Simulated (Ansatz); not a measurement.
# doublet S2(+): levels of theory in one basis

```xyz
2

S     0.0000    0.0000    0.0000
S     0.0000    0.0000    1.8250
```

Basis set: def2-SVP (spherical functions). Frozen core: 10 orbitals. Correlation on ROHF uses semicanonical orbitals with singles. Charge 1, multiplicity 2.

Computed with Ansatz (development build ahead of 0.2.0); each method stands on the lowest determinant of its kind that the runs found.

```tsv
method	E − E(ROHF) (eV)	<S²> of the determinant
ROHF	0.00	0.75
UHF	-0.37	1.21
ROHF-MP2	-7.06	–
UHF-MP2	-6.27	1.21
ROHF-CCSD(T)	-7.88	–
UHF-CCSD(T)	-7.84	1.21
```

The restricted and unrestricted rows may stand on different electronic states: another unrestricted solution lies nearer the restricted one.

Caution for UHF, UHF-MP2, UHF-CCSD(T): the unrestricted determinant is spin contaminated; the determinant may break the point group. Caution for ROHF-MP2, UHF-MP2: MP2 on this radical cation hangs on the determinant chosen. Caution for UHF-MP2: another reference gives a lower total.
